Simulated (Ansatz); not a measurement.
Geometry optimisation, RKS BHLYP-D4/def2-TZVP in Ansatz.

Input:

```yaml
crystal:
  periodic: [false, false, false]
  atoms:
    - { symbol: Al, position_ang: [-0.045071, -0.217227, 0.064677] }
    - { symbol: O, position_ang: [-0.250645, -0.422057, 1.785484] }
    - { symbol: H, position_ang: [-1.068268, -0.738427, 2.149403] }
    - { symbol: H, position_ang: [1.423698, -0.057608, -0.437926] }
    - { symbol: H, position_ang: [-1.3095, -0.337374, -0.852617] }
    - { symbol: S, position_ang: [-0.027138, 2.932766, 1.480151] }
    - { symbol: H, position_ang: [1.306221, 2.96119, 1.526989] }
    - { symbol: H, position_ang: [-0.097197, 1.750838, 2.174739] }
basis:
  gaussian: { orbitals: def2-TZVP }
hamiltonian:
  xc: { name: BHLYP }
  dispersion: d4
relax:
  f_tol: 0.03
  max_steps: 50
output:
  orbitals: {}
```

Run as:

```bash
$ ansatz run input.yaml --threads 4 --pin off --max-ram 5120MiB --backend cpu --events-out ev --progress --plain --runs-dir out
```

**Question.** Where does it end, and by what steps?

**Answer.** It converged. After 8 steps the energy has fallen by 0.286 eV; S6 moved furthest, 0.52 Å. Joined: Al1–S6 (3.45 → 2.63 Å).

```
step  energy less start (eV)  largest force component (eV/Å)  accepted
   0                  0.0000                           1.104       yes
   1                 -0.0755                           0.755       yes
   2                 -0.1419                           0.807       yes
   3                 -0.2294                           0.508       yes
   4                 -0.2508                           0.373       yes
   5                 -0.2625                           0.611       yes
   6                 -0.2814                           0.299       yes
   7                 -0.2854                           0.057       yes
   8                 -0.2859                           0.015       yes
```

```xyz
8
Properties=species:S:1:pos:R:3
Al -0.023 0.048 0.278
O -0.306 -0.648 1.812
H -1.112 -1.083 2.050
H 1.474 0.095 -0.203
H -1.221 0.097 -0.745
S -0.091 2.515 1.179
H 1.214 2.772 1.085
H -0.003 2.076 2.435
```

Whether the end is a true minimum wasn't checked by a vibrational analysis.

The run took 14 s on 4 threads of Arm Neoverse V1 (shared host), peak memory 0.28 GiB.
